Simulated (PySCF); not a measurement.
**SiP⁺: from constants to spectrum**

UHF-CCSD(T) constants of SiP⁺, ³Σ⁻ (triplet), unpaired electrons π ↑↑ (Si def2-TZVPPD, P def2-TZVPPD; no relativity (PySCF 2.14); masses 27.9769 and 30.9738 u):

| Property | Result |
| --- | --- |
| ωe | 502.4 cm⁻¹ |
| ωexe | 2.19 cm⁻¹ |
| Be | 0.23225 cm⁻¹ |
| αe | 0.00138 cm⁻¹ |
| De to Si⁺ + P | 2.73 eV |

(1) What force constant and bond length do these constants imply?

(2) Estimate the centrifugal constant D from the Kratzer relation and find the Dunham coefficient a1.

Correlated steps freeze 10 core orbitals. For an ion De counts to the pair picked by the measured ionisation energies or electron affinities, which need not be the lowest pair at this level. The state is the lowest determinant that a PBE0 search found; another state may lie lower at other levels.

Results:

(1) Reduced mass μred = 14.700 u; k = 5.8918×10⁻⁷·μred·ωe² (u, cm⁻¹, mdyn/Å) = 2.19 mdyn/Å; Re = √(16.8576/(μred·Be)) (u, cm⁻¹, Å) = 2.222 Å.

(2) D = 4Be³/ωe² = 1.99e-07 cm⁻¹; a1 = −1 − αeωe/(6Be²) = -3.14.
